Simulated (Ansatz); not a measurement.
We consider 2H WS2, described by HSE06 in Ansatz (PAW).

Settings: plane-wave cutoff 460 eV, 9×9×2 k mesh (along the axes of the cell as run), Fermi–Dirac smearing 0.01 eV, no spin polarisation, scalar-relativistic PAW data made under PBE.

Cell (relaxed at this level):

Space group P6₃/mmc (No. 194); a = 3.158 Å, b = 3.158 Å, c = 14.262 Å, α = 90.00°, β = 90.00°, γ = 120.00°

```
atom  site  symmetry       x       y       z
----  ----  --------  ------  ------  ------
W       2c      -6m2  0.3333  0.6667  0.2500
S       4f       3m.  0.6667  0.3333  0.1408
```

Q: What does this level give for the band gap, smallest direct gap on the k points sampled and Γ–Γ gap?

A: 
- band gap: 2.13 eV
- smallest direct gap on the k points sampled: 2.34 eV
- Γ–Γ gap: 3.46 eV

Measured, for comparison: band gap 1.35 eV (room temperature, not corrected to a static lattice, bulk 2H; as tabulated in Bastos et al. (2019), arXiv:1903.08112).

Note: the cell comes from a level without a dispersion term, which matters for the spacing of layers, chains or molecules; the cell has widely spaced layers and the level no dispersion term, so their spacing and the moduli can rest on weak binding.

Spin–orbit coupling is not included.

Computed values are for the static lattice.

Computing time: about 90 core-minutes (a rough figure).

Ansatz is an electronic-structure program.
